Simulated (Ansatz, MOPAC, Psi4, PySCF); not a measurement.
Species: C3H7O, charge 0, multiplicity 2. SMILES: CC(C)[O]
Geometry: optimised at B3LYP-D3(BJ)/def2-TZVP (Ansatz, a quantum-chemistry and plane-wave program).

Wanted: size of the dipole moment, in D. Conventions: non-relativistic; no spin-orbit coupling; PM7 with its own dispersion and hydrogen-bond terms; dispersion terms only where a functional's name holds one; six Cartesian d functions in 6-31G* and its kin unless marked 5d; open shells spin-unrestricted. First-principles rows: single points at B3LYP-D3(BJ) geometries (Ansatz). Semi-empirical rows: dipoles at the shared geometry.

| level | program | size of the dipole moment (D) |
|---|---|---|
| PM3 | MOPAC | 1.87 |
| PM7 | MOPAC | 2.09 |
| MNDO | MOPAC | 1.72 |
| SVWN5/6-31G* | Ansatz | 2.17 |
| BLYP/6-31G* | Ansatz | 1.98 |
| BP86/6-31G* (5d) | PySCF | 2.01 |
| B3LYP/6-31G* | Ansatz | 1.96 |
| wB97X-D/6-31G* | Psi4 | 2.00 |
| B3PW91/6-31G* (5d) | PySCF | 1.98 |

No value to compare with is used here. The 9 habitual levels span 1.72 (MNDO) to 2.17 D (SVWN5/6-31G*).

The levels are drawn from those run, B3LYP/6-31G* more often than the rest, none by its result; runs whose electronic state is in doubt are left out.
